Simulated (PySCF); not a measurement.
# HNO3 (peroxynitrous acid): M06-L/6-311+G(d,p)

What is the energy change on altering one bond length of HNO3 (peroxynitrous acid) at M06-L/6-311+G**? The job is set up through a Python script.

The results are computed with PySCF 2.14.0.

1 further run of the same task is left out (set aside as unsound or not needed).

## (1) Starting point

The species is HNO3 (5 atoms), meant as a singlet with charge 0. SMILES: `O=NOO`. The coordinates come from a PBE0-D4/def2-TZVP relaxation. This is one conformer, not always the lowest.

Bond lengths: O1–N2 1.180 Å, N2–O3 1.353 Å, O3–O4 1.401 Å, O4–H5 0.984 Å. Angles: O1–N2–O3 114.6°, N2–O3–O4 114.1°, O3–O4–H5 101.0°.

## (2) The energy at M06-L/6-311+G(d,p)

Contents of run.py:

```python
from pyscf import gto, dft

mol = gto.M(
    atom='''
O        0.136350      -0.835310       0.979060
N       -0.871770      -0.628300       0.400790
O       -0.775090       0.288530      -0.589000
O        0.508600       0.826880      -0.747550
H        1.001920       0.348200      -0.043280
''',
    spin=0,
    max_memory=1860,
    basis='6-311+g**',
    verbose=3,
)

myscf = dft.RKS(mol, xc='m06-l')
myscf.grids.level = 5
myscf.conv_tol = 1e-10
myscf.kernel()
if not myscf.converged:
    myscf = myscf.newton().run(myscf.mo_coeff, myscf.mo_occ)

e_tot = myscf.e_tot
print('E = %.10f Eh' % e_tot)
```

Command:

```bash
$ OMP_NUM_THREADS=1 python run.py
```

Output:

```text
converged SCF energy = -280.896634920067
E = -280.8966349201 Eh
```

Run time: 32 s. Hardware: 1 thread of Arm Neoverse V1, shared host; peak memory 0.5 GiB.

## (3) The distorted shape, same level

Contents of job.py:

```python
from pyscf import gto, dft

mol = gto.M(
    atom=[
    ('O', (-0.505486, -1.104481, 1.058334)),
    ('N', (-1.513606, -0.897471, 0.480064)),
    ('O', (-1.416926, 0.019359, -0.509726)),
    ('O', (0.508600, 0.826880, -0.747550)),
    ('H', (1.001920, 0.348200, -0.043280)),
],
    charge=0,
    max_memory=1860,
    verbose=4,
    basis='6-311+g**',
)

calc0 = dft.RKS(mol)
calc0.xc = 'm06-l'
calc0.conv_tol = 1e-10
calc0.grids.level = 5
calc0.kernel()
if not calc0.converged:
    calc0 = calc0.newton().run(calc0.mo_coeff, calc0.mo_occ)

energy = calc0.e_tot
print(f'total energy: {energy:.8f} hartree')
```

Command:

```bash
$ OMP_NUM_THREADS=1 python job.py
```

Output:

```text
PySCF version 2.14.0

[INPUT] num. atoms = 5
[INPUT] num. electrons = 32
[INPUT] charge = 0
[INPUT] spin (= nelec alpha-beta = 2S) = 0
[INPUT] symmetry False subgroup None
[INPUT] Mole.unit = angstrom
[INPUT] Symbol           X                Y                Z      unit          X                Y                Z       unit  Magmom
[INPUT]  1 O     -0.505486000000  -1.104481000000   1.058334000000 AA   -0.955230099802  -2.087166599786   1.999961408315 Bohr   0.0
[INPUT]  2 N     -1.513606000000  -0.897471000000   0.480064000000 AA   -2.860300800498  -1.695974394740   0.907189482263 Bohr   0.0
[INPUT]  3 O     -1.416926000000   0.019359000000  -0.509726000000 AA   -2.677602078775   0.036583208045  -0.963242538570 Bohr   0.0
[INPUT]  4 O      0.508600000000   0.826880000000  -0.747550000000 AA    0.961114706954   1.562576737880  -1.412664764419 Bohr   0.0
[INPUT]  5 H      1.001920000000   0.348200000000  -0.043280000000 AA    1.893354398724   0.658002636574  -0.081787346671 Bohr   0.0

nuclear repulsion = 110.17409285593
number of shells = 44
number of NR pGTOs = 148
number of NR cGTOs = 94
basis = 6-311+g**
ecp = {}

******** <class 'pyscf.dft.rks.RKS'> ********
method = RKS
initial guess = minao
damping factor = 0
level_shift factor = 0
DIIS = <class 'pyscf.scf.diis.CDIIS'>
diis_start_cycle = 1
diis_space = 8
diis_damp = 0
SCF conv_tol = 1e-10
SCF conv_tol_grad = None
SCF max_cycles = 50
direct_scf = True
direct_scf_tol = 1e-13
XC library pyscf.dft.libxc version 7.0.0
    S. Lehtola, C. Steigemann, M. J.T. Oliveira, and M. A.L. Marques.,  SoftwareX 7, 1–5 (2018)
XC functionals = m06-l
    Y. Zhao and D. G. Truhlar.,  Theor. Chem. Acc. 120, 215 (2008)
radial grids:
    Treutler-Ahlrichs [JCP 102, 346 (1995); DOI:10.1063/1.469408] (M4) radial grids

becke partition: Becke, JCP 88, 2547 (1988); DOI:10.1063/1.454033
pruning grids: <function nwchem_prune>
grids dens level: 5
symmetrized grids: False
atomic radii adjust function: <function treutler_atomic_radii_adjust>
small_rho_cutoff = 0
Set gradient conv threshold to 1e-05
Initial guess from minao.
tot grids = 194592
init E= -281.188847972635
  HOMO = -0.328679844866958  LUMO = -0.261149148247192  gap/eV = 1.83760
cycle= 1 E= -280.243430201972  delta_E= 0.945  |g|= 1.56  |ddm|= 1.91
  HOMO = -0.0914412534286794  LUMO = -0.0751490400402329  gap/eV = 0.44333
cycle= 2 E= -269.500342466236  delta_E= 10.7  |g|= 5.16  |ddm|= 6.16
  HOMO = -0.228971058064614  LUMO = -0.140800737608797  gap/eV = 2.39924
cycle= 3 E= -279.615718671219  delta_E= -10.1  |g|= 2.37  |ddm|=  5.7
  HOMO = -0.188308974063613  LUMO = -0.175802826329847  gap/eV = 0.34031
cycle= 4 E= -279.703475426833  delta_E= -0.0878  |g|= 2.18  |ddm|= 1.88
  HOMO = -0.252740557635588  LUMO = -0.21812099435932  gap/eV = 0.94205
cycle= 5 E= -280.671366630843  delta_E= -0.968  |g|= 0.768  |ddm|= 1.07
  HOMO = -0.291330781371551  LUMO = -0.248325049981606  gap/eV = 1.17025
cycle= 6 E= -280.705097448686  delta_E= -0.0337  |g|= 0.806  |ddm|= 1.01
  HOMO = -0.28379891542017  LUMO = -0.237181654714487  gap/eV = 1.26852
cycle= 7 E= -280.840357976873  delta_E= -0.135  |g|= 0.191  |ddm|= 0.684
  HOMO = -0.29297102964356  LUMO = -0.244475699455104  gap/eV = 1.31963
cycle= 8 E= -280.850163281194  delta_E= -0.00981  |g|= 0.0129  |ddm|= 0.16
  HOMO = -0.291601137472798  LUMO = -0.243101476899562  gap/eV = 1.31974
cycle= 9 E= -280.850170216535  delta_E= -6.94e-06  |g|= 0.0109  |ddm|= 0.0125
  HOMO = -0.292577689477052  LUMO = -0.24402778782199  gap/eV = 1.32111
cycle= 10 E= -280.850191186414  delta_E= -2.1e-05  |g|= 0.00521  |ddm|= 0.00678
  HOMO = -0.29242296946809  LUMO = -0.243875650050777  gap/eV = 1.32104
cycle= 11 E= -280.850196449622  delta_E= -5.26e-06  |g|= 0.00138  |ddm|= 0.00272
  HOMO = -0.292424302394721  LUMO = -0.243911172776812  gap/eV = 1.32011
cycle= 12 E= -280.850196801385  delta_E= -3.52e-07  |g|= 0.000546  |ddm|= 0.000751
  HOMO = -0.292388580399974  LUMO = -0.243886128860131  gap/eV = 1.31982
cycle= 13 E= -280.850196865512  delta_E= -6.41e-08  |g|= 0.000171  |ddm|= 0.000261
  HOMO = -0.292380519323366  LUMO = -0.243883337941917  gap/eV = 1.31968
cycle= 14 E= -280.850196873547  delta_E= -8.03e-09  |g|= 1.42e-05  |ddm|= 0.000146
  HOMO = -0.292381015548842  LUMO = -0.243883599095715  gap/eV = 1.31968
cycle= 15 E= -280.850196873599  delta_E= -5.18e-11  |g|= 2.1e-06  |ddm|= 1.42e-05
  HOMO = -0.292380666244613  LUMO = -0.24388357743397  gap/eV = 1.31967
Extra cycle  E= -280.850196873574  delta_E= 2.55e-11  |g|= 1.11e-05  |ddm|= 7.54e-06
converged SCF energy = -280.850196873574
total energy: -280.85019687 hartree
```

It took 38 s on 1 thread of Arm Neoverse V1, shared host; peak memory 0.5 GiB.

## (4) What came out

Level: M06-L/6-311+G**.

```
                                                         quantity          value
                                        first shape: total energy  -280.89663 Eh
                                       first shape: dipole moment         0.92 D
                                         first shape: HOMO energy       -7.84 eV
                                         first shape: LUMO energy       -3.67 eV
                                       first shape: HOMO–LUMO gap        4.17 eV
                                    distorted shape: total energy  -280.85020 Eh
                                   distorted shape: dipole moment         1.94 D
                                     distorted shape: HOMO energy       -7.96 eV
                                     distorted shape: LUMO energy       -6.64 eV
                                   distorted shape: HOMO–LUMO gap        1.32 eV
energy change with the O3–O4 bond stretched from 1.401 to 2.101 Å       1.264 eV
```

One bond (distorted shape) is far stretched, which a spin-restricted single reference describes badly; a broken-symmetry solution may lie lower. With the O3–O4 bond stretched from 1.401 to 2.101 Å the energy rises by 1.26 eV (29 kcal/mol). The first shape isn't relaxed at this level, so the change isn't measured from a minimum. A restricted reference can't describe the breaking bond well at this length. Mulliken charges (first shape) run from -0.20 on N2 to +0.27 on H5; in a basis this large or diffuse they mean little. Mulliken charges (distorted shape) run from -0.30 on O4 to +0.26 on H5; in a basis this large or diffuse they mean little.
